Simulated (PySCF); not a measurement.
**SiHCl: structure of the triplet**

Where does triplet SiHCl go from a linear start, is the end point a minimum, and what are its modes, charges and moments?

The runs use PySCF 2.14.0; PBE0, basis Si def2-TZVP, H def2-TZVP, Cl def2-TZVP, no relativity, density fitting.

## 1. The starting structure

3 atoms, charge 0, spin multiplicity 3.

Bond lengths: Si1–H2 1.480 Å, Si1–Cl3 2.150 Å. Angles: H2–Si1–Cl3 180.0°.

Z-matrix (Å, degrees; charge 0 multiplicity 3):
```
Si
H  1 1.4800
Cl 1 2.1500 2 180.00
```

## 2. Finding the electronic state

One driver script runs all steps and calls PySCF; scf.py shows how it sets up the SCF of each step. The optimiser is the driver's own. After this first run the driver tries any further starts and a stability analysis.

Contents of scf.py:

```python
from pyscf import gto, scf, dft
mol = gto.M(atom='''
Si     0.000000     0.000000     0.000000
H      0.000000     0.000000    -1.480000
Cl     0.000000     0.000000     2.150000''',
    basis={'Si': 'def2-TZVP', 'H': 'def2-TZVP', 'Cl': 'def2-TZVP'},
    charge=0, spin=2)
mf = dft.UKS(mol, xc='PBE0')
mf.grids.atom_grid = (50, 194)
aux = {'Si': 'def2-universal-JKFIT', 'H': 'def2-universal-JKFIT', 'Cl': 'def2-universal-JKFIT'}
mf = mf.density_fit(auxbasis=aux)
mf.conv_tol = 1e-08
mf.diis_space = 10
mf.max_cycle = 60
mf.init_guess = 'minao'
mf.verbose = 4
mf.kernel()
```

Command:

```bash
$ OMP_NUM_THREADS=2 python axn.py task.json out
```

Standard output:

```text
init E= -749.94800269408
[... the frontier-level lines of each cycle are left out ...]
cycle= 1 E= -749.896504945312  delta_E= 0.0515  |g|= 0.208  |ddm|= 1.58
cycle= 2 E= -749.851900945228  delta_E= 0.0446  |g|= 0.348  |ddm|= 0.675
cycle= 3 E= -749.927211868443  delta_E= -0.0753  |g|= 0.0264  |ddm|= 0.331
cycle= 4 E= -749.927541910141  delta_E= -0.00033  |g|= 0.00741  |ddm|= 0.0364
cycle= 5 E= -749.927577337605  delta_E= -3.54e-05  |g|= 0.00181  |ddm|= 0.0169
cycle= 6 E= -749.927580066243  delta_E= -2.73e-06  |g|= 0.000365  |ddm|= 0.00308
cycle= 7 E= -749.92758019001  delta_E= -1.24e-07  |g|= 0.0002  |ddm|= 0.000939
cycle= 8 E= -749.927580223541  delta_E= -3.35e-08  |g|= 3.57e-05  |ddm|= 0.000273
cycle= 9 E= -749.927580226483  delta_E= -2.94e-09  |g|= 7.69e-06  |ddm|= 0.000112
Extra cycle  E= -749.927580226617  delta_E= -1.34e-10  |g|= 3.98e-06  |ddm|= 1.83e-05
converged SCF energy = -749.927580226617  <S^2> = 2.0087025  2S+1 = 3.0057961
```

This step, with its further starts and checks, ran for 6.4 s (2 threads of Arm Neoverse V2, shared host).

Energies from each starting density:

| start | energy (Eh) |
| --- | --- |
| the minimal-basis guess | -749.927580 |
| a thermally smeared density | -749.927580 |
| a smeared PBE density | -749.927580 |

No lower solution of this spin turned up from the other starts or in the test of internal stability.

## 3. Linear start, triplet: relaxation

The program finds C∞v symmetry in the start, which this walk keeps. Threshold on the gradient: 0.0003 Eh/bohr, with a further test on the energy change.

scf.py: that of step 2 with these lines changed.

```diff
@@ -3,3 +3,3 @@
-Si     0.000000     0.000000     0.000000
-H      0.000000     0.000000    -1.480000
-Cl     0.000000     0.000000     2.150000''',
+Si     0.000000     0.000000    -1.152264
+H      0.000000     0.000000    -2.632264
+Cl     0.000000     0.000000     0.997736''',
@@ -15 +14,0 @@
-mf.init_guess = 'minao'
```

Energy and gradient, step by step:

| step | energy (Eh) | change (kJ/mol) | largest symmetric gradient (Eh/bohr) |
| --- | --- | --- | --- |
| 0 | -749.927580 | 0.00 | 0.02968 |
| 1 | -749.930083 | -6.57 | 0.01316 |
| 2 | -749.930739 | -8.29 | 0.00444 |
| 3 | -749.930812 | -8.48 | 0.00094 |
| 4 | -749.930815 | -8.49 | 0.00009 |

The walk took 4.6 s.

Geometry (Å) and forces (eV/Å) at some steps:

```
step 0
Si   0.000   0.000  -1.152   0.000   0.000   1.436
H    0.000   0.000  -2.632   0.000   0.000  -1.526
Cl   0.000   0.000   0.998   0.000   0.000   0.090
step 1
Si   0.000   0.000  -1.132   0.000   0.000   0.677
H    0.000   0.000  -2.677   0.000   0.000  -0.623
Cl   0.000   0.000   1.022   0.000   0.000  -0.054
step 2
Si   0.000   0.000  -1.115   0.000   0.000   0.229
H    0.000   0.000  -2.705   0.000   0.000  -0.169
Cl   0.000   0.000   1.033   0.000   0.000  -0.059
step 3
Si   0.000   0.000  -1.107   0.000   0.000   0.048
H    0.000   0.000  -2.715   0.000   0.000  -0.028
Cl   0.000   0.000   1.034   0.000   0.000  -0.021
step 4
Si   0.000   0.000  -1.105   0.000   0.000   0.005
H    0.000   0.000  -2.716   0.000   0.000  -0.001
Cl   0.000   0.000   1.034   0.000   0.000  -0.004
```

It settles in C∞v symmetry, 8.5 kJ/mol below the start, after 4 steps: Si–Cl 2.139 Å, Si–H 1.612 Å; Cl–Si–H 180.0°.

## 4. Frequencies

The point is checked on the finer grid, and tightened if its gradient asks for it. The Hessian and the dipole derivatives come from central differences of analytic gradients, with steps of 0.02 bohr.

scf.py: that of step 3 with these lines changed.

```diff
@@ -3,3 +3,3 @@
-Si     0.000000     0.000000    -1.152264
-H      0.000000     0.000000    -2.632264
-Cl     0.000000     0.000000     0.997736''',
+Si     0.000000     0.000000    -1.144044
+H      0.000000    -0.000000    -2.755868
+Cl     0.000000    -0.000000     0.994667''',
@@ -9 +9 @@
-mf.grids.atom_grid = (50, 194)
+mf.grids.atom_grid = (75, 302)
@@ -12 +12 @@
-mf.conv_tol = 1e-08
+mf.conv_tol = 1e-10
```

The driver hands on the density of the step before, so the log starts near convergence.

SCF at the final geometry:

```text
init E= -749.930807160266
[... the frontier-level lines of each cycle are left out ...]
cycle= 1 E= -749.93080716026  delta_E= 6.25e-12  |g|= 5.11e-06  |ddm|= 8.01e-06
Extra cycle  E= -749.930807160244  delta_E= 1.57e-11  |g|= 7.38e-06  |ddm|= 1.15e-05
converged SCF energy = -749.930807160244  <S^2> = 2.0099597  2S+1 = 3.0066325
```

The whole step took 2 min.

Geometry: C∞v; Si–Cl 2.139 Å, Si–H 1.612 Å; Cl–Si–H 180.0°.

Modes, for the most abundant isotopes:

```tsv
ω (cm⁻¹)	IR (km/mol)
1413i	494
1392i	465
431	115
1476	138
```

2 modes are imaginary, the largest at 1413i cm⁻¹: a saddle point, not a minimum.

The SCF density has lower symmetry than the nuclear frame, so the modes carry no labels; pairs that should be degenerate can split.

Constants and moments:

```
Dipole moment                                                   : 1.17 D
Highest occupied level                                          : -5.76 eV
Lowest empty level                                              : -3.69 eV
Rotational constants                                            : 0.2137 cm⁻¹
Zero-point energy (real modes)                                  : 11.4 kJ/mol
Principal polarisabilities                                      : 31.1, 37.8, 67.8 bohr³
Atomisation energy without zero-point energy                    : 480 kJ/mol
Principal traceless quadrupole moments about the centre of mass : -2.43, -1.30, 3.73 D Å
Spin squared ⟨S²⟩                                               : 2.010
```

Populations by atom (charges in e):

```tsv
atom	Mulliken	Löwdin	polar tensor	spin (Mulliken)	Mayer order to Si1
Si1	0.18	-0.08	-0.14	1.37	–
H2	0.00	-0.04	0.34	0.42	0.68
Cl3	-0.19	0.12	-0.19	0.22	1.15
```

Mulliken populations on Si1: s 5.68, p 7.87, d 0.24, f 0.03.

## 5. Leaving the saddle point

The start is the last point, displaced along its most imaginary mode.

The program finds Cs symmetry in the start, which this walk keeps.

scf.py: that of step 4 with these lines changed.

```diff
@@ -3,3 +3,3 @@
-Si     0.000000     0.000000    -1.144044
-H      0.000000    -0.000000    -2.755868
-Cl     0.000000    -0.000000     0.994667''',
+Si     0.005988    -0.004649    -1.144015
+H     -0.094788     0.073589    -2.755839
+Cl    -0.002059     0.001598     0.994697''',
@@ -9 +9 @@
-mf.grids.atom_grid = (75, 302)
+mf.grids.atom_grid = (50, 194)
@@ -12 +12 @@
-mf.conv_tol = 1e-10
+mf.conv_tol = 1e-08
```

Energy and gradient, step by step:

| step | energy (Eh) | change (kJ/mol) | largest symmetric gradient (Eh/bohr) |
| --- | --- | --- | --- |
| 0 | -749.932713 | 0.00 | 0.01836 |
| 1 | -749.951250 | -48.67 | 0.02813 |
| 2 | -749.965111 | -85.06 | 0.03410 |
| 3 | -749.978706 | -120.75 | 0.01731 |
| 4 | -749.980888 | -126.48 | 0.00461 |
| 5 | -749.980969 | -126.70 | 0.00316 |
| 6 | -749.981036 | -126.87 | 0.00008 |
| 7 | -749.981036 | -126.87 | 0.00001 |

The walk took 8.9 s.

After 7 steps and 126.9 kJ/mol it ends at Cs: Si–Cl 2.048 Å, Si–H 1.491 Å; Cl–Si–H 115.5°.

## 6. Frequencies

The same treatment as at the point before.

scf.py: that of step 5 with these lines changed.

```diff
@@ -3,3 +3,3 @@
-Si     0.005988    -0.004649    -1.144015
-H     -0.094788     0.073589    -2.755839
-Cl    -0.002059     0.001598     0.994697''',
+Si     0.369519    -0.286877    -1.006224
+H     -0.397838     0.308862    -2.137777
+Cl    -0.284169     0.220615     0.866644''',
@@ -9 +9 @@
-mf.grids.atom_grid = (50, 194)
+mf.grids.atom_grid = (75, 302)
@@ -12 +12 @@
-mf.conv_tol = 1e-08
+mf.conv_tol = 1e-10
```

Log of the central SCF (cycles and frontier levels):

```text
init E= -749.98102029837
[... the frontier-level lines of each cycle are left out ...]
cycle= 1 E= -749.981020298372  delta_E= -1.36e-12  |g|= 1.84e-06  |ddm|= 2.8e-06
Extra cycle  E= -749.981020298369  delta_E= 2.73e-12  |g|= 2.35e-06  |ddm|= 3.54e-06
converged SCF energy = -749.981020298369  <S^2> = 2.0033373  2S+1 = 3.002224
```

The whole step ran for 24 s (2 threads of Arm Neoverse V2, shared host).

Geometry: Cs; Si–Cl 2.048 Å, Si–H 1.491 Å; Cl–Si–H 115.5°.

Modes, for the most abundant isotopes:

```json
{"symmetry": "a'", "ω (cm⁻¹)": "554", "IR (km/mol)": "51.4", "type": "stretch"}
{"symmetry": "a'", "ω (cm⁻¹)": "641", "IR (km/mol)": "39.6", "type": "bend"}
{"symmetry": "a'", "ω (cm⁻¹)": "2153", "IR (km/mol)": "24.0", "type": "stretch"}
```

No imaginary mode, so this is a minimum.

Constants and moments:

* Dipole moment: 0.94 D
* Highest occupied level: -5.51 eV
* Lowest empty level: -3.76 eV
* Rotational constants: 9.846, 0.2465, 0.2405 cm⁻¹
* Zero-point energy: 20.0 kJ/mol
* Principal polarisabilities: 31.8, 34.2, 51.8 bohr³
* Atomisation energy without zero-point energy: 612 kJ/mol
* Principal traceless quadrupole moments about the centre of mass: -2.53, 0.58, 1.95 D Å
* Entropy at 298.15 K and 1 bar (electronic part: spin only): 259.7 J/(mol K)
* Heat capacity Cp at 298.15 K: 42.0 J/(mol K)
* Enthalpy at 298.15 K above 0 K: 10.77 kJ/mol
* Rotational symmetry number: 1
* Spin squared ⟨S²⟩: 2.003

Populations by atom (charges in e):

```json
{"atom": "Si1", "Mulliken": "0.13", "Löwdin": "-0.19", "polar tensor": "0.51", "spin (Mulliken)": "1.71", "Mayer order to Si1": "–"}
{"atom": "H2", "Mulliken": "0.06", "Löwdin": "-0.03", "polar tensor": "-0.08", "spin (Mulliken)": "0.14", "Mayer order to Si1": "0.91"}
{"atom": "Cl3", "Mulliken": "-0.19", "Löwdin": "0.21", "polar tensor": "-0.43", "spin (Mulliken)": "0.14", "Mayer order to Si1": "1.21"}
```

Outer orbital energies (eV). α occupied: -100.98, -23.58, -15.00, -11.58, -10.25, -10.18, -7.89, -5.51; empty: -0.38, 0.92, 3.87, 4.15. β occupied: -100.86, -100.76, -100.66, -23.31, -13.79, -10.98, -9.82, -9.82; empty: -3.76, -1.56, 0.43, 2.03.

Mulliken populations on Si1: s 5.42, p 8.22, d 0.20, f 0.03.

## 7. The points found, side by side

| spin | group | bonds | imaginary modes (cm⁻¹) | ΔE (kJ/mol) | with zero-point energy |
| --- | --- | --- | --- | --- | --- |
| triplet | Cs | Si–Cl 2.048 Å, Si–H 1.491 Å | none | 0.0 | 0.0 |
| triplet | C∞v (density of lower symmetry) | Si–Cl 2.139 Å, Si–H 1.612 Å | 1413i, 1392i | 131.8 | – |

## 8. Results

| quantity | value |
| --- | --- |
| minimum | triplet, Cs |
| geometry | Si–Cl 2.048 Å, Si–H 1.491 Å; Cl–Si–H 115.5° |
| wavenumbers (cm⁻¹) | 554 (a'), 641 (a'), 2153 (a') |
| dipole moment | 0.94 D |
| highest occupied, lowest empty level (either spin) | -5.51, -3.76 eV |
| polar-tensor charge of Si1 | +0.51 e |
| zero-point energy | 20.0 kJ/mol |
| entropy at 298.15 K | 259.7 J/(mol K) |
| atomisation energy (no zero-point energy) | 612 kJ/mol |
| ⟨S²⟩ | 2.003 |

**Reading.** From C∞v at the start the molecule goes to a Cs minimum, after a stop at a second-order saddle point 131.8 kJ/mol higher, from which it was pushed off along an imaginary mode. The strongest infrared band lies at 554 cm⁻¹ (a', stretch). Most of the spin sits on Si1 (Mulliken spin 1.71, against 2 for the whole molecule). Other starts or spin states, not run here, may lie lower.

The search up to here took 2.7 min.
